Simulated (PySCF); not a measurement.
Distances in Å between the heavy atoms of a computed structure (PBE0-D3(BJ)/def2-TZVP; lower triangle, same order across):
```
N1    0.00
C2    1.45  0.00
C3    2.41  1.50  0.00
F4    3.60  2.35  1.36  0.00
F5    2.82  2.35  1.36  2.19  0.00
```

Hydrogens: 2 on N1, 2 on C2, 1 on C3.

Charge 0, singlet.

(1) Which heavy atoms are bonded, and with what formal order?

(2) Write the SMILES.

(3) Classify the heavy atoms.

Answers

(1) N1–C2 (single); C2–C3 (single); C3–F4 (single); C3–F5 (single).

(2) `NCC(F)F`, C2H5F2N, 2,2-difluoroethylamine. Among its features: amine and C–F bond.

(3) N1: primary amine nitrogen; C2: sp3 carbon bound to nitrogen; C3: CHF2 carbon; F4/F5: fluorine of a CF2 group.

The values belong to the conformer `[NH2:1][CH2:2][CH:3]([F:4])[F:5]`: N1–C2–C3–F4 -178°, H–N1–C2–C3 -68°, H–N1–C2–C3 172°.
